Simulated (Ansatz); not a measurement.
**C₂H₃N (SMILES C1=CN1): functionals against CCSD(T) at one geometry**

An exercise on one series of results from a longer session: the logs are not shown, and one member is left open.

Program: Ansatz 0.2.0, Gaussian basis. Level of theory: single points in def2-TZVPP. These are calculated values, not measurements.

Correlated methods freeze the cores.

## The system as given

SMILES `C1=CN1`, 6 atoms, charge 0, spin multiplicity 1.

Atoms are counted from 1 here; the program's logs count them from 0.

Bond lengths: C1–C2 1.343 Å, C1–N3 1.506 Å, C1–H4 1.025 Å, C2–N3 1.467 Å, C2–H5 1.080 Å, N3–H6 1.064 Å. Angles: C2–C1–N3 61.7°, C2–C1–H4 156.4°, N3–C1–H4 142.0°, C1–C2–N3 64.7°, C1–C2–H5 152.7°, N3–C2–H5 142.1°, C1–N3–C2 53.7°, C1–N3–H6 109.3°, C2–N3–H6 111.5°.

Geometry (Å):

```xyz
6

C    -0.72460   -0.17820   -0.25120
C     0.47950    0.35520   -0.51510
N     0.10710    0.31650    0.90330
H    -1.62450   -0.61860   -0.46740
H     1.30400    0.58330   -1.17350
H     0.54850   -0.51450    1.39980
```

Set-up of the first run:

Contents of run/in.yaml:

```yaml
crystal:
  periodic: [false, false, false]
  atoms:
    - {symbol: C, position_ang: [-0.724600, -0.178200, -0.251200]}
    - {symbol: C, position_ang: [0.479500, 0.355200, -0.515100]}
    - {symbol: N, position_ang: [0.107100, 0.316500, 0.903300]}
    - {symbol: H, position_ang: [-1.624500, -0.618600, -0.467400]}
    - {symbol: H, position_ang: [1.304000, 0.583300, -1.173500]}
    - {symbol: H, position_ang: [0.548500, -0.514500, 1.399800]}
basis:
  gaussian: {orbitals: def2-TZVPP}
correlation: {method: ccsd_t}
output: {forces: true}
```

The command line of these runs was not kept.

Steps of the session up to this table: CCSD(T)/def2-TZVPP; PBE0-D4/def2-TZVPP; wB97M-V/def2-TZVPP; r2SCAN-D4/def2-TZVPP; PBE-D4/def2-TZVPP; CAM-B3LYP-D4/def2-TZVPP; SPW92/def2-TZVPP.

One of the session's tables, all rows but one given; the rest of the session is left out.

```
      method  RMS force component (eV/Å)  angle to CCSD(T) forces (°)  dipole (D)
     CCSD(T)                       1.676                    reference        1.96
     PBE0-D4                       2.012                         11.9        1.95
     wB97M-V                       2.010                          9.4        1.99
   r2SCAN-D4                           ?                            ?           ?
      PBE-D4                       1.781                          7.5        1.89
CAM-B3LYP-D4                       2.088                         12.3        2.02
       SPW92                       1.953                         15.2        1.96
```

**Question.** Estimate the row for r2SCAN-D4.

**Answer.** RMS force component (eV/Å): 1.931; angle to CCSD(T) forces (°): 8.2; dipole (D): 1.93. In the column «RMS force component (eV/Å)» it lies between PBE-D4 (1.781) and SPW92 (1.953).
